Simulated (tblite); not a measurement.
Compound: C4H5O (doublet state).
SMILES: `O=C1C[CH]C1`

All values are computed: GFN2-xTB (tblite) harmonic vibrations without scaling, gas phase. Against measured fundamentals such values can be off by several per cent, at times by over 20. Open shells enter through the occupations alone, without spin polarisation, and single modes of such species can be off by tens of per cent.

Harmonic wavenumbers (cm⁻¹): 109.3, 160.7, 412.4, 477.6, 619.0, 700.3, 883.3, 928.5, 941.3, 985.7, 1024.5, 1038.6, 1087.8, 1187.0, 1229.0, 1245.4, 1389.9, 1402.7, 1872.1, 2889.2, 2891.1, 2926.2, 2929.7, 3185.0.

A = 11486, B = 5198, C = 3744 MHz; mass 69.034 u (most abundant isotopes); point group C2v, symmetry number 2; spin multiplicity 2.

Task: Zero-point energy?

Result: Half the sum of the wavenumbers: 16258 cm⁻¹ = 194.49 kJ/mol.

Task: Entropy at 400 K, 1 bar (ideal gas, RRHO, classical rotation)?

Result: Translation 167.78, rotation 101.58, vibration 55.82, spin (R ln 2) 5.76: S = 330.9 J/(mol K).

Task: And Cp and H(400 K) − H(0)?

Result: Cp = 105.67 J/(mol K), of which vibrations give 72.41 (their classical limit is 24 R = 199.5); H(400 K) − H(0) = 26.10 kJ/mol without the zero-point energy, 12.80 from vibrations.

Task: Which modes carry the vibrational entropy at 400 K?

Result: 109.3 cm⁻¹: 16.13; 160.7 cm⁻¹: 12.99; 412.4 cm⁻¹: 5.76; 477.6 cm⁻¹: 4.77; 619.0 cm⁻¹: 3.19; 700.3 cm⁻¹: 2.53 J/(mol K); the other 18 give 10.45 together.

Task: Blend soft modes into free rotors: weight 1/[1 + (100 cm⁻¹/ν̃)⁴] for the oscillator and the rest for a rotor with moment μB/(μ + B), μ = h/(8π²ν), B = 10⁻⁴⁴ kg m². What vibrational entropy results?

Result: 54.22 J/(mol K) in place of 55.82, which changes −T·S at 400 K by +0.64 kJ/mol.

Task: How do the functions run with temperature in this model?

Result: 
```csv
T (K),S (J/(mol K)),Cp (J/(mol K)),H − H(0) (kJ/mol),G − H(0) (kJ/mol),ln q(vib)
50,208.0,38.9,1.74,-8.66,0.05
100,237.6,46.8,3.90,-19.86,0.34
298.15,303.2,83.5,16.45,-73.96,1.92
373.15,323.8,100.1,23.34,-97.48,2.61
500,356.6,124.2,37.63,-140.66,3.85
750,413.6,156.9,73.09,-237.14,6.43
1000,461.8,177.8,115.11,-346.74,8.95
```

q(vib) and H(0) count from the zero-point level.

Task: What must be added to the electronic energy to get the Gibbs energy at 400 K and 1 bar?

Result: ZPE + [H(400 K) − H(0)] − T·S = 194.49 + 26.10 − 132.37 = 88.22 kJ/mol.

Hindered rotation and anharmonicity are outside this model.
